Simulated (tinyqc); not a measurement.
CIS on RHF in the sto-3g basis, for LiH, spin multiplicity 1, step by step. One step of it, computed by the program tinyqc.

Problem. CIS matrix, singlets. A(ia,jb) = (e_a - e_i) d_ij d_ab + 2 (ia|jb) - (ij|ab).

orbital energies (hartree): MO1 -2.345979, MO2 -0.300983, MO3 0.079489, MO4 0.163293, MO5 0.163293, MO6 0.596317

Two-electron integrals over orbitals (pq|rs), unique and non-zero (hartree):
```
(11|11) 1.657490    (21|11) -0.123001   (21|21) 0.016443    (22|11) 0.393152
(22|21) 0.008449    (22|22) 0.501090    (31|11) -0.136505   (31|21) 0.011932
(31|22) -0.018429   (31|31) 0.021324    (32|11) 0.009612    (32|21) -0.004037
(32|22) -0.045420   (32|31) 0.000288    (32|32) 0.011381    (33|11) 0.396122
(33|21) -0.012390   (33|22) 0.229861    (33|31) 0.002182    (33|32) 0.004866
(33|33) 0.339469    (41|41) 0.009822    (42|41) 0.007677    (42|42) 0.024560
(43|41) 0.010234    (43|42) 0.019184    (43|43) 0.041393    (44|11) 0.396292
(44|21) -0.004850   (44|22) 0.280032    (44|31) -0.004894   (44|32) 0.003822
(44|33) 0.282396    (44|44) 0.312946    (51|51) 0.009822    (52|51) 0.007677
(52|52) 0.024560    (53|51) 0.010234    (53|52) 0.019184    (53|53) 0.041393
(54|54) 0.016869    (55|11) 0.396292    (55|21) -0.004850   (55|22) 0.280032
(55|31) -0.004894   (55|32) 0.003822    (55|33) 0.282396    (55|44) 0.279207
(55|55) 0.312946    (61|11) 0.030667    (61|21) -0.006852   (61|22) -0.004767
(61|31) 0.000107    (61|32) 0.000653    (61|33) 0.008464    (61|44) -0.000298
(61|55) -0.000298   (61|61) 0.005738    (62|11) -0.013378   (62|21) 0.006977
(62|22) 0.138016    (62|31) -0.002304   (62|32) -0.032564   (62|33) -0.005970
(62|44) -0.005169   (62|55) -0.005169   (62|61) 0.001052    (62|62) 0.122271
(63|11) 0.017442    (63|21) -0.005021   (63|22) -0.050658   (63|31) 0.004615
(63|32) 0.007615    (63|33) 0.036146    (63|44) 0.000697    (63|55) 0.000697
(63|61) 0.003908    (63|62) -0.030411   (63|63) 0.026307    (64|41) -0.005791
(64|42) -0.019317   (64|43) -0.013905   (64|64) 0.019067    (65|51) -0.005791
(65|52) -0.019317   (65|53) -0.013905   (65|65) 0.019067    (66|11) 0.361308
(66|21) 0.005686    (66|22) 0.459807    (66|31) -0.011471   (66|32) -0.040997
(66|33) 0.242446    (66|44) 0.270108    (66|55) 0.270108    (66|61) -0.000857
(66|62) 0.145917    (66|63) -0.042985   (66|66) 0.456950
```

Give: CIS matrix A, singlet.

Solution.

CIS matrix A, singlet (hartree), lower triangle:
```
        1>3    1>4    1>5     1>6     2>3    2>4    2>5    2>6
1>3   2.072
1>4   0.000  2.133
1>5   0.000  0.000  2.133
1>6  -0.017  0.000  0.000   2.592
2>3   0.013  0.000  0.000   0.006   0.173
2>4   0.000  0.020  0.000   0.000   0.000  0.233
2>5   0.000  0.000  0.020   0.000   0.000  0.000  0.233
2>6   0.000  0.000  0.000  -0.004  -0.014  0.000  0.000  0.682
```
